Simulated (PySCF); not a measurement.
Dissociation curve of F₂, singlet.

- NEVPT2 = SC-NEVPT2 on CASSCF(14,8)/cc-pVTZ, all electrons correlated in PySCF
- RKS-BHandHLYP = restricted BHandHLYP/cc-pVTZ (PySCF)
- UKS-PBE = PySCF with unrestricted PBE/cc-pVTZ

Energies are in eV, each relative to the lowest point of its own curve near equilibrium.

| R / Å | NEVPT2 | RKS-BHandHLYP | UKS-PBE |
|---|---|---|---|
| 1.04 | 5.359 | 4.924 | 5.673 |
| 1.10 | 3.151 | 2.809 | 3.439 |
| 1.18 | 1.362 | 1.120 | 1.578 |
| 1.25 | 0.519 | 0.357 | 0.659 |
| 1.30 | 0.196 | 0.092 | 0.283 |
| 1.32 | 0.116 | 0.036 | 0.183 |
| 1.38 | 0.004 | 0.000 | 0.018 |
| 1.40 | 0.000 | 0.025 | 0.000 |
| 1.44 | 0.030 | 0.116 | 0.009 |
| 1.50 | 0.146 | 0.336 | 0.108 |
| 1.58 | 0.370 | 0.730 | 0.348 |
| 1.71 | 0.776 | 1.484 | 0.825 |
| 1.85 | 1.147 | 2.317 | 1.262 |
| 2.07 | 1.513 | 3.485 | 1.814 |
| 2.24 | 1.654 | 4.222 | 2.057 |
| 2.49 | 1.748 | 5.060 | 2.216 |
| 2.73 | 1.781 | 5.644 | 2.281 |
| 3.01 | 1.776 | 6.122 | 2.312 |
| 3.40 | 1.776 | 6.546 | 2.335 |
| 3.71 | 1.775 | 6.756 | 2.343 |
| 4.09 | 1.774 | 6.924 | 2.347 |
| 4.76 | 1.773 | 7.093 | 2.348 |
| 5.57 | 1.773 | 7.213 | 2.349 |

At the longest distance, 5.57 Å, RKS-BHandHLYP lies highest above its minimum (7.213 eV) and NEVPT2 lowest (1.773 eV).

The restricted form behind RKS-BHandHLYP keeps the bonding electrons paired and can't separate into open-shell fragments. The unrestricted determinant behind UKS-PBE is spin-contaminated at 1.71 to 5.57 Å (<S²> up to 1.0, against 0.00 for a pure singlet).
